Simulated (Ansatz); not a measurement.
PPPP tetrahedron (P4), relaxed as a singlet with RKS PBE0-D4/def2-TZVP in Ansatz, starting from the GFN2-xTB geometry. Force threshold 0.02 eV/Å.

Start:

```xyz
4

P     0.875   -0.924    0.413
P    -0.065    0.987    0.900
P    -1.208   -0.559   -0.137
P     0.398    0.496   -1.177
```

| step | energy (eV) | largest force component (eV/Å) | SCF passes |
| --- | --- | --- | --- |
| 1 | -37143.9912 | 0.028 | 13 |
| 2 | -37143.9913 | 0.010 | 13 |

Force components are those of the run's own axes.

End:

Cartesian coordinates in Å:
```
P 0.874 -0.924 0.413
P -0.065 0.987 0.900
P -1.208 -0.558 -0.137
P 0.398 0.495 -1.177
```

By distances, no bond broke or formed. The bond that changes most is P1–P3, from 2.18 to 2.18 Å (atoms count from 1).

No frequencies were taken in this run, so the end may be a saddle point.

Hardware: 4 threads of Arm Neoverse V1 on a shared host. Wall time 2.5 s.
